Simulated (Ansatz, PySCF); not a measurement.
This Ansatz (a program for electronic structure) input computes a BLYP/def2-TZVPD energy:

Ansatz 0.2 input:
```yaml
crystal:
  periodic: [false, false, false]
  atoms:
    - {symbol: C, position_ang: [0.04909858, 1.10763595, 0.28954788]}
    - {symbol: C, position_ang: [0.03506176, -1.10688107, 0.29443337]}
    - {symbol: C, position_ang: [0.83295606, -0.00625608, -0.44256257]}
    - {symbol: C, position_ang: [-0.69559174, 0.00362713, -0.35442763]}
    - {symbol: H, position_ang: [0.01183467, 1.17045808, 1.39196549]}
    - {symbol: H, position_ang: [0.06324781, 2.09009786, -0.18549049]}
    - {symbol: H, position_ang: [-0.00296470, -1.16436125, 1.39711638]}
    - {symbol: H, position_ang: [0.03674236, -2.09152973, -0.17626532]}
    - {symbol: H, position_ang: [-1.43800807, 0.00657945, -1.14927239]}
basis:
  gaussian:
    orbitals: def2-TZVPD
hamiltonian:
  xc: {name: BLYP}
total_charge: -1
output: {forces: true}
```

**Question.** Write an input for the same energy in PySCF and say what it gives.

**Answer.** 
```python
from pyscf import gto, scf, dft

mol = gto.M(
    atom='''
    C     0.04909858    1.10763595    0.28954788
    C     0.03506176   -1.10688107    0.29443337
    C     0.83295606   -0.00625608   -0.44256257
    C    -0.69559174    0.00362713   -0.35442763
    H     0.01183467    1.17045808    1.39196549
    H     0.06324781    2.09009786   -0.18549049
    H    -0.00296470   -1.16436125    1.39711638
    H     0.03674236   -2.09152973   -0.17626532
    H    -1.43800807    0.00657945   -1.14927239
    ''',
    basis='def2-tzvpd',
    charge=-1,
    spin=0,
    verbose=4,
)

mf = dft.RKS(mol, xc='blyp').density_fit(auxbasis='def2-universal-jkfit')
mf.grids.level = 3
mf.conv_tol = 1e-9
mf.max_cycle = 100
mf.max_memory = 1500
mf.kernel()
if not mf.converged:
    mf = mf.newton()
    mf.kernel(mf.make_rdm1())
mf.analyze()
```
It gives -155.27587 Eh, and Ansatz -155.27578 Eh, a difference of 0.09 mEh, from the treatment of integrals and grids.

It need not be the lowest isomer of its formula. Whether it binds its extra electron was not tested at this geometry.
